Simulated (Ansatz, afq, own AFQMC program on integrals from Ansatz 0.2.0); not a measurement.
SiH4, singlet: AFQMC among the cluster methods

```xyz
5

Si    0.0000    0.0000    0.0000
H     0.8558    0.8587    0.8568
H    -0.8596   -0.8544    0.8574
H    -0.8547    0.8555   -0.8611
H     0.8584   -0.8599   -0.8531
```

Basis 6-31G. Only valence electrons are correlated. Integrals, coupled cluster, full CI and functionals: Ansatz 0.2.0; the random walks run on the same integrals in our own AFQMC program. The CISD trial takes its coefficients from CCSD amplitudes. Released means that phaseless walkers are propagated on without the constraint, phases kept. Free projection: walkers drawn from exp(T), propagated without any constraint. Its projection time is finite, and what remains of the start isn't in its error. Uncertainties: one standard error, sampling alone.

Determinant: RHF, the one that the program's search chose, which needn't be the lowest solution. The geometry is a PBE0/def2-TZVP stationary point of this or a neighbouring charge and spin state.

Full CI on the same integrals is exact in this basis and with this determinant's frozen core.

Cautions: the ph-AFQMC/CISD walk drifts between its halves (2.0 errors).

The T1 diagnostic is 0.0080. The weight of the determinant in the CISD state is 0.942 and the size of the correlated space is 8 electrons in 16 orbitals.

Reference: full CI, correlation energy -2.344 eV. The released energy is read at 2.40 1/Eh (meV from the phaseless value at times in 1/Eh: 0.3 ± 1.9 at 0.24, 1.2 ± 1.4 at 0.51, 0.2 ± 1.4 at 0.99, -0.2 ± 1.3 at 1.62, -0.7 ± 1.2 at 2.40).

| level | E − E(reference) (meV) | share of correlation (%) |
| --- | --- | --- |
| HF | 2343.6 | 0.00 |
| MP2 | 669.6 | 71.43 |
| CCSD | 31.9 | 98.64 |
| CCSD(T) | 9.1 | 99.61 |
| CCSDT | 0.9 | 99.96 |
| CCSDT(Q) | 0.2 | 99.99 |
| CCSDTQ | 0.0 | 100.00 |
| ph-AFQMC/HF | 18.7 ± 15.0 | 99.20 |
| ph-AFQMC/CISD | -0.2 ± 2.1 | 100.01 |
| released AFQMC | -0.9 ± 1.2 | 100.04 |
| free AFQMC | -2.4 ± 1.6 | 100.10 |

CCSDT and higher add their correlation energy to the determinant of the CCSD(T) run, since their own runs factorise the integrals more tightly (a shift of under 2 meV). Free projections are given only where their last times agree within the noise and don't stop above the reference; a slow remainder of the start can still hide under it. A walk keeps the symmetry of its determinant, which the program's search chose and which needn't be the lowest solution, so a lower state of the same spin and another symmetry isn't excluded. Released energies are given only where the last usable release times agree within the noise; a slower fall can still hide under it.
